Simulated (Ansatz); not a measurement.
# BH2NaS: one structure at several levels

A test off equilibrium: a structure displaced at random from a GFN2-xTB minimum is computed at several levels, and each is set against CCSD(T).

Program: Ansatz 0.2.0, Gaussian basis. Level of theory: single points in def2-TZVPP. These are calculated values, not measurements.

Cores are frozen in the correlated methods. The outer core shell of Li, Na, Mg and K is correlated.

## 1. Where the work starts

SMILES `B[S][Na]`, 5 atoms, charge 0, spin multiplicity 1.

Atoms are counted from 1 here; the program's logs count them from 0.

Bond lengths: B1–S2 1.788 Å, B1–H4 1.299 Å, B1–H5 1.135 Å, S2–Na3 2.477 Å. Angles: S2–B1–H4 119.0°, S2–B1–H5 126.2°, H4–B1–H5 114.0°, B1–S2–Na3 118.9°.

As a file:

```
B     0.2430    0.4423   -0.6387
S     0.5207   -0.9465    0.4533
Na   -1.0445   -1.3219    2.3360
H     1.0455    0.6225   -1.6439
H    -0.6777    1.1062   -0.6591
```

## 2. CCSD(T)/def2-TZVPP

run/in.yaml

```yaml
crystal:
  periodic: [false, false, false]
  atoms:
    - {symbol: B, position_ang: [0.243000, 0.442300, -0.638700]}
    - {symbol: S, position_ang: [0.520700, -0.946500, 0.453300]}
    - {symbol: Na, position_ang: [-1.044500, -1.321900, 2.336000]}
    - {symbol: H, position_ang: [1.045500, 0.622500, -1.643900]}
    - {symbol: H, position_ang: [-0.677700, 1.106200, -0.659100]}
basis:
  gaussian: {orbitals: def2-TZVPP}
correlation: {method: ccsd_t}
output: {forces: true}
```

No record of the launch command was kept for these runs.

## 3. PBE0-D4/def2-TZVPP

run/in.yaml, as its differences from that of step 2:

```diff
@@ -10,3 +10,3 @@
   gaussian: {orbitals: def2-TZVPP}
-correlation: {method: ccsd_t}
-output: {forces: true}
+hamiltonian: {xc: pbe0, dispersion: d4}
+output: {forces: true, orbitals: {seedname: orbitals}}
```

## 4. wB97M-V/def2-TZVPP

run/in.yaml, as its differences from that of step 3:

```diff
@@ -10,3 +10,3 @@
   gaussian: {orbitals: def2-TZVPP}
-hamiltonian: {xc: pbe0, dispersion: d4}
-output: {forces: true, orbitals: {seedname: orbitals}}
+hamiltonian: {xc: {name: wB97M-V}}
+output: {forces: true}
```

## 5. r2SCAN-D4/def2-TZVPP

run/in.yaml, as its differences from that of step 4:

```diff
@@ -10,3 +10,3 @@
   gaussian: {orbitals: def2-TZVPP}
-hamiltonian: {xc: {name: wB97M-V}}
+hamiltonian: {xc: r2scan, dispersion: d4}
 output: {forces: true}
```

## 6. PBE-D4/def2-TZVPP

run/in.yaml, as its differences from that of step 5:

```diff
@@ -10,3 +10,3 @@
   gaussian: {orbitals: def2-TZVPP}
-hamiltonian: {xc: r2scan, dispersion: d4}
+hamiltonian: {xc: pbe, dispersion: d4}
 output: {forces: true}
```

## 7. B97M-V/def2-TZVPP

run/in.yaml, as its differences from that of step 6:

```diff
@@ -10,3 +10,3 @@
   gaussian: {orbitals: def2-TZVPP}
-hamiltonian: {xc: pbe, dispersion: d4}
+hamiltonian: {xc: {name: B97M-V}}
 output: {forces: true}
```

## 8. SPW92/def2-TZVPP

run/in.yaml, as its differences from that of step 7:

```diff
@@ -10,3 +10,3 @@
   gaussian: {orbitals: def2-TZVPP}
-hamiltonian: {xc: {name: B97M-V}}
+hamiltonian: {xc: lda}
 output: {forces: true}
```

(Steps that only read results are left out.)

Q: Predict the outcome of this session. Wanted: energy less free atoms, CCSD(T)/def2-TZVPP; RMS force component; RMS force error; HOMO and LUMO, PBE0-D4; T1 diagnostic.

**Answer**, as computed:

```
                                  quantity                                                                                        value
energy less free atoms, CCSD(T)/def2-TZVPP                                                                               -1389.3 kJ/mol
                       RMS force component                                                         0.985 to 1.032 eV/Å over the methods
                           RMS force error  PBE0-D4 0.085, wB97M-V 0.072, r2SCAN-D4 0.057, PBE-D4 0.096, B97M-V 0.134, SPW92 0.203 eV/Å
                    HOMO and LUMO, PBE0-D4                                                                           -5.43 and -1.85 eV
                             T1 diagnostic                                                                                        0.014
```

Against CCSD(T) the functionals' energies less atoms differ by -218.4 to -42.5 kJ/mol, PBE-D4 by -61.2 kJ/mol. CCSD(T) in triple zeta still lacks some correlation energy of the bonds, so part of these gaps is its own basis error and they don't rank the functionals. On forces the order runs from r2SCAN-D4 to SPW92. Frozen-core CCSD(T) forces in triple zeta carry basis errors of their own, and this is one geometry, so small gaps rank nothing.
